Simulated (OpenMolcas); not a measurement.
# AlH2Cl (SMILES [H][Al]([H])[Cl]): levels of theory compared

Aim: a comparison of 6 runs (HF/STO-3G, B2PLYP/STO-3G, M06-2X/STO-3G, PBE0/STO-3G, r2SCAN/STO-3G, MP2/STO-3G) of AlH2Cl. 

The calculation is run with OpenMolcas 26.06.

3 further runs of the same task are left out: 1 that didn't finish, 2 set aside as unsound or not needed.

### 1 Starting point

The species is AlH2Cl (4 atoms), meant as a singlet with charge 0. SMILES: `[H][Al]([H])[Cl]`. The Al1–H2 distance was set to 2.306 Å, away from the relaxed value. At this shape a bond of the SMILES string is far longer than usual.

Bond lengths: Al1–Cl4 2.014 Å, Al1–H3 1.538 Å. Angles: H3–Al1–Cl4 121.9°.

### 2 A single-point energy at HF/STO-3G (run 1)

File mol.input:

```
* AlClH2 Hartree-Fock
&gateway
baslib
$CurrDir
coord
4
angstrom
Al      -0.718818       0.069645      -0.009955
H        1.587020       0.109500       0.013310
H       -1.419688       1.438155      -0.027255
Cl      -1.754308      -1.657165       0.000645
basis
STO-3G
group
NoSym
&seward
&scf
thresholds
1e-10 1e-07 1e-07 1e-05
prorbitals
1 1
```

The basis set STO-3G is read from a file made from the Basis Set Exchange's data (not shown).

Run with:

```
$ export MOLCAS_MEM=1860
$ pymolcas mol.input > mol.log
```

What it wrote:

```text
--- Start Module: gateway ---
[...]
--- Stop Module: gateway /rc=_RC_ALL_IS_WELL_ ---
--- Start Module: seward ---
[...]
      Basis functions           20
--- Stop Module: seward /rc=_RC_ALL_IS_WELL_ ---
--- Start Module: scf ---
[...]
       Convergence after   9 Iterations
[...]
::    Total SCF energy                               -694.6807310544
[...]
      Total spin, S                                     0.0000000000
[...]
      Total electronic charge=   32.000000
      Total            charge=   -0.000000
[...]
      Dipole Moment (debye):
      Origin of the operator (angstrom)=   -1.2596   -0.8522   -0.0041
                   X= -3.7980E-02               Y=  1.9590E+00               Z= -3.5742E-02           Total=  1.9597E+00
      Quadrupole Moment (debye*angstrom):
[...]
--- Stop Module: scf /rc=_RC_ALL_IS_WELL_ ---
[...]
```

Run time: 1.4 s. Hardware: 1 thread of AMD EPYC 9R45 (Zen 5), shared host; peak memory 0.37 GiB.

### 3 The energy at B2PLYP/STO-3G (run 2)

File mol.inp:

```
* AlClH2 Kohn-Sham DFT

&GATEWAY
 BasLib = $CurrDir
 Coord
 4
 angstrom
 Al      -0.718818       0.069645      -0.009955
 H        1.587020       0.109500       0.013310
 H       -1.419688       1.438155      -0.027255
 Cl      -1.754308      -1.657165       0.000645
 Basis = STO-3G
 Group = NoSym

&SEWARD
 GridInput
 Grid=UltraFine
 End of Grid

&SCF
 KSDFT = B2PLYP_SCF
 Thresholds = 1e-10 1e-07 1e-07 1e-05
 PrOrbitals = 1 1

&MBPT2
 Frozen = 10
```

The basis set STO-3G is read from a file made from the Basis Set Exchange's data (not shown).

Run with:

```
$ export MOLCAS_MEM=1860
$ pymolcas mol.inp > mol.log
```

What it wrote:

```text
--- Start Module: gateway ---
[...]
--- Stop Module: gateway /rc=_RC_ALL_IS_WELL_ ---
[...]
      Basis functions           20
[...]
--- Start Module: scf ---
[...]
       Convergence after  11 Iterations
[...]
::    Total KS-DFT energy                            -695.5129570519
[...]
      Total spin, S                                     0.0000000000
[...]
      Total electronic charge=   32.000000
      Total            charge=   -0.000000
[...]
      Dipole Moment (debye):
      Origin of the operator (angstrom)=   -1.2596   -0.8522   -0.0041
                   X=  2.8955E-02               Y=  1.8219E+00               Z= -3.2042E-02           Total=  1.8224E+00
      Quadrupole Moment (debye*angstrom):
[...]
--- Stop Module: scf /rc=_RC_ALL_IS_WELL_ ---
[...]
--- Start Module: mbpt2 ---
[...]
 ###    WARNING: MP2 implementation intended for RHF references only         ###
 ###############################################################################
MBPT2 WARNING: Reference function according to RunFile:KS-DFT
I'll assume you know what you're doing and continue
WARNING!
Default frozen orbitals as non valence orbitals is overwritten by user input.
Default values:   7
[...]
       Reference weight ( Cref**2 )         =        0.92240
::    Total MBPT2 energy                             -695.5878025342
[...]
      Total MBPT2 calculations                           0.03      0.03
--- Stop Module: mbpt2 /rc=_RC_ALL_IS_WELL_ ---
[...]
```

Wall time 2.7 s (1 thread of AMD EPYC 9R45 (Zen 5), shared host); peak memory 0.37 GiB.

Runs 3 to 5 aren't shown in full; the table further down has their settings and results.

### 4 A single-point energy at MP2/STO-3G (run 6)

File mol.inp:

```
* AlClH2 MP2
&GATEWAY
BasLib = $CurrDir
Coord
4
angstrom
Al      -0.718818       0.069645      -0.009955
H        1.587020       0.109500       0.013310
H       -1.419688       1.438155      -0.027255
Cl      -1.754308      -1.657165       0.000645
Basis = STO-3G
Group = NoSym
&SEWARD
&SCF
Thresholds = 1e-10 1e-07 1e-07 1e-05
PrOrbitals = 1 1
&MBPT2
Frozen = 10
```

The basis set STO-3G is read from a file made from the Basis Set Exchange's data (not shown).

Run with:

```
$ export MOLCAS_MEM=1860
$ pymolcas mol.inp > mol.log
```

What it wrote:

```text
--- Start Module: gateway ---
[...]
--- Stop Module: gateway /rc=_RC_ALL_IS_WELL_ ---
[...]
      Basis functions           20
[...]
--- Start Module: scf ---
[...]
       Convergence after   9 Iterations
[...]
::    Total SCF energy                               -694.6807310544
[...]
      Total spin, S                                     0.0000000000
[...]
      Total electronic charge=   32.000000
      Total            charge=   -0.000000
[...]
      Dipole Moment (debye):
      Origin of the operator (angstrom)=   -1.2596   -0.8522   -0.0041
                   X= -3.7980E-02               Y=  1.9590E+00               Z= -3.5742E-02           Total=  1.9597E+00
      Quadrupole Moment (debye*angstrom):
[...]
--- Stop Module: scf /rc=_RC_ALL_IS_WELL_ ---
--- Start Module: mbpt2 ---
[...]
WARNING!
Default frozen orbitals as non valence orbitals is overwritten by user input.
Default values:   7
[...]
       Reference weight ( Cref**2 )         =        0.95936
::    Total MBPT2 energy                             -694.7336035470
[...]
      Total MBPT2 calculations                           0.03      0.03
--- Stop Module: mbpt2 /rc=_RC_ALL_IS_WELL_ ---
[...]
```

It took 1.5 s on 1 thread of AMD EPYC 9R45 (Zen 5), shared host; peak memory 0.37 GiB.

### 5 All runs side by side

| run | level | frozen core orbitals | integration grid | energy (Eh) | dipole moment (D) of the reference | HOMO energy (eV) | LUMO energy (eV) | wall time |
| --- | --- | --- | --- | --- | --- | --- | --- | --- |
| 1 | HF/STO-3G | – | – | -694.680731 | 1.96 | -6.73 | 6.13 | 1.4 s |
| 2 | B2PLYP/STO-3G | 10 | UltraFine | -695.533165 | 1.82 | -5.27 | 3.66 | 2.7 s |
| 3 | M06-2X/STO-3G | – | UltraFine | -695.856929 | 1.80 | -5.41 | 3.20 | 3.6 s |
| 4 | PBE0/STO-3G | – | UltraFine | -695.585280 | 1.77 | -4.36 | 2.35 | 2.8 s |
| 5 | r2SCAN/STO-3G | – | UltraFine | -695.803332 | 1.66 | -3.52 | 1.57 | 3.9 s |
| 6 | MP2/STO-3G | 10 | – | -694.733604 | 1.96 | -6.73 | 6.13 | 1.5 s |

### 6 What came out

```
                                           quantity          value
                                run 6: total energy  -694.73360 Eh
          run 6: dipole moment (mean-field density)         1.96 D
         run 6: HOMO energy (Hartree–Fock orbitals)       -6.73 eV
         run 6: LUMO energy (Hartree–Fock orbitals)        6.13 eV
       run 6: HOMO–LUMO gap (Hartree–Fock orbitals)       12.85 eV
run 6: correlation energy (10 core orbitals frozen)      -52.9 mEh
```

**Reading.** Over runs 1, 2, 3, 4, 5 the dipole moment (its size) runs from 1.66 D (r2SCAN/STO-3G) to 1.96 D (HF/STO-3G). Over runs 1, 2, 3, 4, 5 the HOMO–LUMO gap runs from 5.09 eV (r2SCAN/STO-3G) to 12.85 eV (HF/STO-3G). Exact exchange widens orbital gaps. For B2PLYP the log adds the whole second-order term; the table takes 0.27 of it, as the functional is defined. Totals of different functionals can't be ranked against each other. In runs 1, 2, 3, 4, 5, 6 the basis is minimal, so the values are rough. All runs together took 16 s, the longest 3.9 s.
